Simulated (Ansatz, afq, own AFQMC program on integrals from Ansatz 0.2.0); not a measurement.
# Sb⁺, quintet: AFQMC among the cluster methods

A free Sb cation.

Basis def2-TZVP with its core potentials. Only valence electrons are correlated. AFQMC by an in-house program on the Cholesky factors that Ansatz 0.2.0 writes for its CCSD(T) run. ph-AFQMC/CISD is guided by a CISD state made of CCSD amplitudes; releasing the constraint for a short imaginary time cuts its bias at the price of noise, slowly where states lie close. Error bars are statistical, one sigma. No spin–orbit coupling.

Determinant: UHF, the one that the program's search chose, which needn't be the lowest solution.

Full CI on the same integrals is exact in this basis and with this determinant's frozen core.

Cautions: no spin-orbit coupling; inner d shell frozen; another spin lies lower (by 5.19 eV).

The T1 diagnostic is 0.0015, the weight of the determinant in the CISD state is 0.985 and the ⟨S²⟩ of the determinant is 6.004. The size of the correlated space is 4 electrons in 41 orbitals.

```json
{"level": "MP2", "correlation energy (eV)": "-0.4299"}
{"level": "CCSD", "correlation energy (eV)": "-0.5704"}
{"level": "CCSD(T)", "correlation energy (eV)": "-0.5769"}
```

**Question.** Estimate where full CI lies against CCSD(T) on the same integrals.

**Answer.** 0.2 kJ/mol below CCSD(T).

Reference: full CI, correlation energy -0.579 eV. The released energy is read at 2.40 1/Eh (meV from the phaseless value at times in 1/Eh: -0.05 ± 0.09 at 0.24, 0.03 ± 0.07 at 0.51, -0.05 ± 0.06 at 0.99, -0.06 ± 0.06 at 1.62, -0.03 ± 0.05 at 2.40).

| level | E − E(reference) (kJ/mol) | share of correlation (%) |
| --- | --- | --- |
| CCSD(T) | 0.2 | 99.63 |
| CCSDT | 0.0 | 100.00 |
| CCSDT(Q) | 0.0 | 100.00 |
| ph-AFQMC/CISD | 0.0 ± 0.01 | 99.99 |
| released AFQMC | 0.0 ± 0.01 | 100.00 |

CCSDT and higher add their correlation energy to the determinant of the CCSD(T) run, since their own runs factorise the integrals more tightly (a shift of under 2 meV). A walk keeps the symmetry of its determinant, which the program's search chose and which needn't be the lowest solution, so a lower state of the same spin and another symmetry isn't excluded. Released energies are given only where the last usable release times agree within the noise; a slower fall can still hide under it.
